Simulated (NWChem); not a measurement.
The numbers come from NWChem runs, not from measurements. System: ozone (O3), charge 0, spin multiplicity 1, at a geometry optimised with PBE0/def2-SVP. Level: B3LYP/def2-SVP, VWN1-RPA local correlation.

Input file:

```
start mol
memory heap 200 mb stack 900 mb global 1100 mb
geometry units angstroms nocenter noautoz noautosym
  O     -1.060667     0.000000    -0.210198
  O      0.000000     0.000000     0.420396
  O      1.060667     0.000000    -0.210198
end
basis spherical
  * library def2-svp
end
dft
  xc b3lyp
  semidirect memsize 60000000 filesize 0
  iterations 100
end
task dft energy
```

Output (cleaned and shortened):

```
             Northwest Computational Chemistry Package (NWChem) 7.3.0
             --------------------------------------------------------

                                NWChem Input Module
                                -------------------

 Scaling coordinates for geometry "geometry" by  1.889725989
 (inverse scale =  0.529177249)

                             Geometry "geometry" -> ""
                             -------------------------

 Output coordinates in angstroms (scale by  1.889725989 to convert to a.u.)

  No.       Tag          Charge          X              Y              Z
 ---- ---------------- ---------- -------------- -------------- --------------
    1 O                    8.0000    -1.06066700     0.00000000    -0.21019800
    2 O                    8.0000     0.00000000     0.00000000     0.42039600
    3 O                    8.0000     1.06066700     0.00000000    -0.21019800

 Effective nuclear repulsion energy (a.u.)      70.8571342385

            Nuclear Dipole moment (a.u.)
            ----------------------------
        X                 Y               Z
 ---------------- ---------------- ----------------
     0.0000000000     0.0000000000     0.0000000000


 Summary of "ao basis" -> "" (spherical)
 ------------------------------------------------------------------------------
       Tag                 Description            Shells   Functions and Types
 ---------------- ------------------------------  ------  ---------------------
 *                          def2-svp                  on all atoms

                                 NWChem DFT Module
                                 -----------------

 Summary of "ao basis" -> "ao basis" (spherical)
 ------------------------------------------------------------------------------
       Tag                 Description            Shells   Functions and Types
 ---------------- ------------------------------  ------  ---------------------
 O                          def2-svp                 6       14   3s2p1d

 Summary of "ao basis" -> "ao basis" (spherical)
 ------------------------------------------------------------------------------
[...]
     9     -0.235824  1 O  pz                37      0.235920  3 O  pz
    21      0.053399  2 O  px                18     -0.038732  2 O  px

 Vector   12  Occ=2.000000D+00  E=-3.336103D-01
              MO Center= -2.4D-04,  9.1D-11, -8.5D-02, r^2= 1.6D+00
   Bfn.  Coefficient  Atom+Function         Bfn.  Coefficient  Atom+Function
  ----- ------------  ---------------      ----- ------------  ---------------
     6      0.446334  1 O  pz                34      0.446223  3 O  pz
     9      0.318611  1 O  pz                37      0.318538  3 O  pz
    20     -0.307493  2 O  pz                17     -0.251291  2 O  s
    23     -0.183243  2 O  pz                16     -0.114532  2 O  s
     7     -0.066468  1 O  px                35      0.066391  3 O  px

 Vector   13  Occ=0.000000D+00  E=-1.784132D-01
              MO Center= -2.1D-05, -6.2D-10, -1.1D-02, r^2= 1.4D+00
   Bfn.  Coefficient  Atom+Function         Bfn.  Coefficient  Atom+Function
  ----- ------------  ---------------      ----- ------------  ---------------
    19      0.486788  2 O  py                 5     -0.416008  1 O  py
    33     -0.415997  3 O  py                22      0.364126  2 O  py
     8     -0.345238  1 O  py                36     -0.345228  3 O  py

 Vector   14  Occ=0.000000D+00  E= 1.215464D-01
              MO Center=  2.0D-05, -6.6D-11, -7.8D-02, r^2= 1.4D+00
   Bfn.  Coefficient  Atom+Function         Bfn.  Coefficient  Atom+Function
  ----- ------------  ---------------      ----- ------------  ---------------
    17      1.244524  2 O  s                 23     -0.655447  2 O  pz
     7     -0.622924  1 O  px                35      0.622940  3 O  px
     3     -0.580971  1 O  s                 31     -0.580994  3 O  s
    20     -0.427304  2 O  pz                 4     -0.408790  1 O  px
    32      0.408800  3 O  px                16      0.403370  2 O  s

 Vector   15  Occ=0.000000D+00  E= 2.104044D-01
              MO Center= -2.5D-05, -1.0D-10,  1.2D-01, r^2= 1.3D+00
   Bfn.  Coefficient  Atom+Function         Bfn.  Coefficient  Atom+Function
  ----- ------------  ---------------      ----- ------------  ---------------
    21      1.051757  2 O  px                 3      0.649561  1 O  s
    18      0.648517  2 O  px                31     -0.649535  3 O  s
     7      0.504758  1 O  px                35      0.504731  3 O  px
     9      0.447920  1 O  pz                37     -0.447909  3 O  pz
     6      0.275316  1 O  pz                34     -0.275310  3 O  pz

 center of mass
 --------------
 x =   0.00000000 y =   0.00000000 z =   0.00000000

 moments of inertia (a.u.)
 ------------------
          15.142161769767           0.000000000000           0.000000000000
           0.000000000000         143.661234105133           0.000000000000
           0.000000000000           0.000000000000         128.519072335366

     Multipole analysis of the density
     ---------------------------------

     L   x y z        total         alpha         beta         nuclear
     -   - - -        -----         -----         ----         -------
     0   0 0 0     -0.000000    -12.000000    -12.000000     24.000000

     1   1 0 0     -0.000099     -0.000050     -0.000050      0.000000
     1   0 1 0     -0.000000     -0.000000     -0.000000      0.000000
     1   0 0 1      0.254271      0.127135      0.127135      0.000000

     2   2 0 0    -12.833839    -38.556912    -38.556912     64.279985
     2   1 1 0     -0.000000     -0.000000     -0.000000      0.000000
     2   1 0 1      0.000045      0.000023      0.000023      0.000000
     2   0 2 0    -10.502800     -5.251400     -5.251400      0.000000
     2   0 1 1     -0.000000     -0.000000     -0.000000      0.000000
     2   0 0 2    -11.630350     -9.601920     -9.601920      7.573490

 Task  times  cpu:        0.8s     wall:        0.8s

 Total times  cpu:        0.8s     wall:        0.8s
```
